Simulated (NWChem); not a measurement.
System: chloromethane (CH3Cl); SMILES CCl

All runs: NWChem. Pople sets run with spherical d functions. Geometry: optimised at PBE0/def2-SVP.

Question: Order these by “orbital gap (eV)”, lowest first: B3LYP/STO-3G; B3LYP/def2-TZVP; B3LYP/def2-SVP; B3LYP/aug-cc-pVTZ; B3LYP/6-31+G*.

Answer: B3LYP/aug-cc-pVTZ (7.78), B3LYP/6-31+G* (8.11), B3LYP/def2-TZVP (8.64), B3LYP/def2-SVP (8.96), B3LYP/STO-3G (10.68)
